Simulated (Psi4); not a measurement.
# A workflow on BH3O (SMILES BO)

We compute a single-point energy (HF/STO-3G), then a transition-state search (HF/STO-3G), then vibrational wavenumbers (HF/STO-3G), then the intrinsic reaction coordinate (HF/STO-3G) of BH3O. 

The calculation is run with Psi4 1.11.

**1. The system as given**

BH3O: 5 atoms, total charge 0, spin state singlet. SMILES: `BO`. The shape is that of a PBE0-D4/def2-TZVP optimisation.

Bond lengths: B1–O2 1.348 Å, B1–H3 1.196 Å, B1–H4 1.202 Å, O2–H5 0.961 Å. Angles: B1–O2–H5 113.5°, O2–B1–H3 116.8°, O2–B1–H4 120.7°, H3–B1–H4 122.5°.

**2. The energy at HF/STO-3G (density fitting) (run 1)**

The input, bh3o.in:

```
memory 1600 MB

molecule molecule1 {
  0 1
  B     -0.42821194    -0.66669538     0.14116254
  O      0.78140175     1.51518241     0.65365627
  H     -1.55014234    -1.63555796     1.84777420
  H     -0.36018180    -1.56639398    -1.94282743
  H      1.65162063     2.21438107    -0.77800025
  units au
  symmetry c1
}

set {
  basis STO-3G
}

E, wfn = energy('hf', return_wfn=True)
```

Started as:

```bash
$ psi4 bh3o.in bh3o.out -n 1
```

bh3o.out:

```text
[...]
  Running in c1 symmetry.
[...]
  Nuclear repulsion =   30.404687933932063
[...]
  Multiplicity = 1
[...]
  Nalpha       = 8
  Nbeta        = 8
[...]
    Number of basis functions: 13
[...]
   @DF-RHF iter   1:   -99.94474843234303   -1.61852e+00   1.77996e-02 ADIIS/DIIS
[...]
   @DF-RHF iter   7:   -99.98381624503499   -2.57775e-08   8.33300e-07 DIIS
[...]
    Orbital Energies [Eh]
    ---------------------
    Doubly Occupied:
       1A    -20.305672     2A     -7.414896     3A     -1.309883
       4A     -0.691495     5A     -0.580997     6A     -0.499561
       7A     -0.443107     8A     -0.393586
[...]
  @DF-RHF Final Energy:   -99.98381624503499
   => Energetics <=
    Nuclear Repulsion Energy =             30.4046879339320633
    One-Electron Energy =                -197.4986091996862854
    Two-Electron Energy =                  67.1101050207192458
    Total Energy =                        -99.9838162450349870
[...]
 Multipole Moments:
 ------------------------------------------------------------------------------------
     Multipole            Electronic (a.u.)      Nuclear  (a.u.)        Total (a.u.)
 ------------------------------------------------------------------------------------
 L = 1.  Multiply by 2.5417464519 to convert [e a0] to [Debye]
 Dipole X            :          0.4389416           -0.1573340            0.2816076
 Dipole Y            :          0.8856225           -0.6718001            0.2138224
 Dipole Z            :          0.3787675           -0.8681921           -0.4894246
 Magnitude           :                                                    0.6037874
[...]
```

Run time: 1.2 s. Hardware: 1 thread of Intel Xeon 6975P-C (Granite Rapids), shared host; peak memory 0.18 GiB.

**3. A transition-state search at HF/STO-3G (density fitting, full hess every 0) (run 2)**

The input, input.in:

```
memory 1600 MB

molecule mol {
  0 1
  B     -0.226600    -0.352800     0.074700
  O      0.413500     0.801800     0.345900
  H     -1.359677    -0.266577    -0.298975
  H      0.331369    -1.408706     0.208373
  H      0.874000     1.171800    -0.411700
  symmetry c1
}

set {
  opt_type        ts
  full_hess_every 0
  geom_maxiter    40
}

e_tot, wfn = optimize("scf/STO-3G", return_wfn=True)
```

Started as:

```bash
$ psi4 input.in input.out -n 1
```

input.out (excerpt; [...] marks lines left out):

```text
[...]
  Running in c1 symmetry.
[...]
  Nuclear repulsion =   30.396864554960562
[...]
  Multiplicity = 1
[...]
  Nalpha       = 8
  Nbeta        = 8
[...]
    Number of basis functions: 13
[...]
   @DF-RHF iter   1:   -99.90055679057608   -1.57498e+00   1.99204e-02 DIIS/ADIIS
[...]
  ==> Harmonic Vibrational Analysis <==
[...]
  Freq [cm^-1]                1170.1393i          243.7767i             9.3331
[...]
  IR activ [km/mol]            130.1688            26.4400              0.0541
[...]
  Freq [cm^-1]                 392.6885            555.8791           1259.6416
[...]
  IR activ [km/mol]            12.0947             203.8109            67.7318
[...]
  Freq [cm^-1]                1301.0506           1432.0005           1659.6845
[...]
  IR activ [km/mol]            114.6875            31.6122             150.8260
[...]
  Freq [cm^-1]                2939.9057           3074.2105           4546.8572
[...]
  IR activ [km/mol]            36.8811             58.2220             18.6707
[...]
   @DF-RHF iter   7:   -99.95176031086920   -2.55795e-13   2.62949e-09 DIIS
[...]
  @DF-RHF Final Energy:   -99.95176031086920
   => Energetics <=
    Nuclear Repulsion Energy =             30.1238951489074616
    One-Electron Energy =                -197.1224627959529130
    Two-Electron Energy =                  67.0468073361762578
    Total Energy =                        -99.9517603108692043
[...]
 Multipole Moments:
 ------------------------------------------------------------------------------------
     Multipole            Electronic (a.u.)      Nuclear  (a.u.)        Total (a.u.)
 ------------------------------------------------------------------------------------
[...]
  -Total Gradient:
     Atom            X                  Y                   Z
    ------   -----------------  -----------------  -----------------
       1        0.000017529992     0.000062566577     0.000029071712
       2       -0.000019155701    -0.000038638827    -0.000028410368
       3       -0.000025565736    -0.000019551087    -0.000004727228
       4        0.000002983898    -0.000032635964    -0.000001489912
       5        0.000024207548     0.000028259301     0.000005555796
[...]
    Final optimized geometry and variables:
    Molecular point group: c1
    Full point group: C1
    Geometry (in Angstrom), charge = 0, multiplicity = 1:
    B           -0.371035532148    -0.635930221833    -0.136856983924
    O            0.291752103397     0.524667209839     0.161602736627
[...]
```

Standard output:

```text
Warning: thermodynamics relations excluded imaginary frequencies: ['1170.1393i' '243.7767i']
Warning: used thermodynamics relations inappropriate for low-frequency modes: ['9.3331' '392.6885' '555.8791']
Optimizer: Optimization complete!
```

Run time: 2.4 s. Hardware: 1 thread of Intel Xeon 6975P-C (Granite Rapids), shared host; peak memory 0.23 GiB.

The path in brief:

```csv
step,energy from the first frame kept (eV),largest force (eV/Å)
0,0.0000,1.4358
1,-0.0773,0.0989
2,-0.0778,0.0131
3,-0.0778,0.0037
```

After the run. Bond lengths: B1–O2 1.369 Å, B1–H3 1.170 Å, B1–H4 1.170 Å, O2–H5 0.980 Å. Angles: B1–O2–H5 113.3°, O2–B1–H3 120.7°, O2–B1–H4 120.7°, H3–B1–H4 118.5°.

**4. The harmonic vibrations at HF/STO-3G (density fitting) (run 3)**

The input, input.in:

```
memory 1.6 GB

molecule {
  0 1
  B     -0.239035    -0.355082     0.057923
  O      0.423753     0.805515     0.356383
  H     -1.359293    -0.333121    -0.279442
  H      0.279972    -1.393580     0.204385
  H      0.898133     1.189186    -0.410353
  symmetry c1
}

set {
  basis                      STO-3G
  rotational_symmetry_number 1
}

energy_value = freq('hf')
```

Started as:

```bash
$ psi4 -n 1 input.in input.out
```

input.out (excerpt; [...] marks lines left out):

```text
[...]
  Running in c1 symmetry.
[...]
  Nuclear repulsion =   30.123897604934182
[...]
  Multiplicity = 1
[...]
  Nalpha       = 8
  Nbeta        = 8
[...]
    Number of basis functions: 13
[...]
   @DF-RHF iter   1:   -99.90092450423961   -1.60554e+00   2.02934e-02 ADIIS/DIIS
[...]
  -Total Gradient:
     Atom            X                  Y                   Z
    ------   -----------------  -----------------  -----------------
       1        0.000017264678     0.000063083117     0.000028922016
       2       -0.000018921921    -0.000038512843    -0.000028731004
       3       -0.000025477769    -0.000019638726    -0.000004674303
       4        0.000003154705    -0.000032950207    -0.000001435355
       5        0.000023980308     0.000028018659     0.000005918646
[...]
   @DF-RHF iter  10:   -99.95176031086370   -4.54747e-13   3.07328e-09 DIIS
[...]
    Orbital Energies [Eh]
    ---------------------
    Doubly Occupied:
       1A    -20.253282     2A     -7.433959     3A     -1.276079
[...]
  @DF-RHF Final Energy:   -99.95176031086370
   => Energetics <=
    Nuclear Repulsion Energy =             30.1238976049341822
    One-Electron Energy =                -197.1224669204720499
    Two-Electron Energy =                  67.0468090046741736
    Total Energy =                        -99.9517603108637047
[...]
 Multipole Moments:
 ------------------------------------------------------------------------------------
     Multipole            Electronic (a.u.)      Nuclear  (a.u.)        Total (a.u.)
 ------------------------------------------------------------------------------------
[...]
  ==> Harmonic Vibrational Analysis <==
[...]
  Freq [cm^-1]                1025.5482i           782.8030           1174.0448
[...]
  IR activ [km/mol]            105.1637            211.7036            66.5149
[...]
  Freq [cm^-1]                1244.9991           1384.7531           1632.1127
[...]
  IR activ [km/mol]            115.1114            40.5946             129.4605
[...]
  Freq [cm^-1]                3132.3502           3258.7928           4307.5437
[...]
  IR activ [km/mol]            31.7563             48.0372             14.9395
[...]
  Total E_0, Enthalpy at 0 [K]                                                          -99.91321964 [Eh]
[...]
  Total H, Enthalpy at  298.15 [K]                                                      -99.90931607 [Eh]
[...]
  Total G, Gibbs energy at  298.15 [K]                                                  -99.93538289 [Eh]
[...]
```

The script printed:

```text
Warning: thermodynamics relations excluded imaginary frequencies: ['1025.5482i']
```

It took 1.7 s on 1 thread of Intel Xeon 6975P-C (Granite Rapids), shared host; peak memory 0.21 GiB.

**5. The intrinsic reaction coordinate at HF/STO-3G (density fitting, full hess every 0, irc direction backward, irc points 8, irc step size 0.2) (run 4)**

The input, job.in:

```
memory 1600 MB

molecule system {
  B     -0.239035    -0.355082     0.057923
  O      0.423753     0.805515     0.356383
  H     -1.359293    -0.333121    -0.279442
  H      0.279972    -1.393580     0.204385
  H      0.898133     1.189186    -0.410353
  symmetry c1
}

set {
  basis           STO-3G
  reference       rhf
  opt_type        irc
  irc_points      8
  irc_step_size   0.2
  full_hess_every 0
  geom_maxiter    90
  irc_direction   backward
  g_convergence   gau_loose
}

E, wfn = opt("scf", return_wfn=True)
```

Started as:

```bash
$ psi4 -n 1 job.in job.out
```

job.out (excerpt; [...] marks lines left out):

```text
[...]
  Running in c1 symmetry.
[...]
  Nuclear repulsion =   30.123897604934182
[...]
  Multiplicity = 1
[...]
  Nalpha       = 8
  Nbeta        = 8
[...]
    Number of basis functions: 13
[...]
   @DF-RHF iter   1:   -99.90092450423961   -1.60554e+00   2.02934e-02 DIIS/ADIIS
[...]
  ==> Harmonic Vibrational Analysis <==
[...]
  Freq [cm^-1]                1025.5482i           782.8030           1174.0448
[...]
  IR activ [km/mol]            105.1637            211.7036            66.5149
[...]
  Freq [cm^-1]                1244.9991           1384.7531           1632.1127
[...]
  IR activ [km/mol]            115.1114            40.5946             129.4605
[...]
  Freq [cm^-1]                3132.3502           3258.7928           4307.5437
[...]
  IR activ [km/mol]            31.7563             48.0372             14.9395
[...]
  Total E_0, Enthalpy at 0 [K]                                                          -99.91321964 [Eh]
[...]
   @DF-RHF iter   9:   -99.98085518489221   -3.55271e-13   6.03513e-09 DIIS
[...]
  @DF-RHF Final Energy:   -99.98085518489221
   => Energetics <=
    Nuclear Repulsion Energy =             30.5257110802369169
    One-Electron Energy =                -197.7325479605506189
    Two-Electron Energy =                  67.2259816954214813
    Total Energy =                        -99.9808551848922065
[...]
 Multipole Moments:
 ------------------------------------------------------------------------------------
     Multipole            Electronic (a.u.)      Nuclear  (a.u.)        Total (a.u.)
 ------------------------------------------------------------------------------------
[...]
  -Total Gradient:
     Atom            X                  Y                   Z
    ------   -----------------  -----------------  -----------------
       1       -0.001192317336    -0.004620867693    -0.003167716834
       2       -0.007220836701     0.011827847335     0.012921050373
       3       -0.002732854577    -0.000297550407     0.005597851518
       4        0.001970360992    -0.001692566970    -0.006058137964
       5        0.009175647622    -0.005216862264    -0.009293047092
[...]
    Final optimized geometry and variables:
    Molecular point group: c1
    Full point group: C1
    Geometry (in Angstrom), charge = 0, multiplicity = 1:
    B           -0.462806297409    -0.563979012103    -0.088497820508
    O            0.407455739161     0.439936688472     0.111289567774
[...]
```

Standard output:

```text
Warning: thermodynamics relations excluded imaginary frequencies: ['1025.5482i']
Optimizer: Optimization complete!
```

It took 5.1 s on 1 thread of Intel Xeon 6975P-C (Granite Rapids), shared host; peak memory 0.23 GiB.

The path in brief:

```csv
step,energy from the first frame kept (eV),largest force (eV/Å)
0,0.0000,0.0037
1,-0.0215,0.4170
2,-0.0215,0.4148
3,-0.0834,0.7889
4,-0.0834,0.7857
5,-0.1787,1.0810
6,-0.1787,1.0779
7,-0.2977,1.2730
8,-0.2977,1.2697
9,-0.4291,1.3542
10,-0.4291,1.3515
11,-0.5618,1.3258
12,-0.5618,1.3240
13,-0.6856,1.1949
14,-0.6856,1.1945
15,-0.7917,0.9743
```

**6. What came out**

```
                                     quantity                   value
               run 1, HF/STO-3G: total energy            -99.98382 Eh
              run 1, HF/STO-3G: dipole moment                  1.53 D
                run 1, HF/STO-3G: HOMO energy               -10.71 eV
                run 1, HF/STO-3G: LUMO energy                 8.34 eV
              run 1, HF/STO-3G: HOMO–LUMO gap                19.05 eV
    run 2, HF/STO-3G: total energy at the end            -99.95176 Eh
              run 2, HF/STO-3G: dipole moment                  1.40 D
                run 2, HF/STO-3G: HOMO energy                -9.34 eV
                run 2, HF/STO-3G: LUMO energy                 7.13 eV
              run 2, HF/STO-3G: HOMO–LUMO gap                16.47 eV
 run 3, HF/STO-3G: lowest harmonic wavenumber  1026i cm⁻¹ (imaginary)
run 3, HF/STO-3G: highest harmonic wavenumber               4308 cm⁻¹
    run 4, HF/STO-3G: total energy at the end            -99.98086 Eh
              run 4, HF/STO-3G: dipole moment                  1.54 D
                run 4, HF/STO-3G: HOMO energy               -10.49 eV
                run 4, HF/STO-3G: LUMO energy                 8.16 eV
              run 4, HF/STO-3G: HOMO–LUMO gap                18.65 eV
```

**Reading.** 1 mode is imaginary (lowest 1026i cm⁻¹): a first-order saddle point.
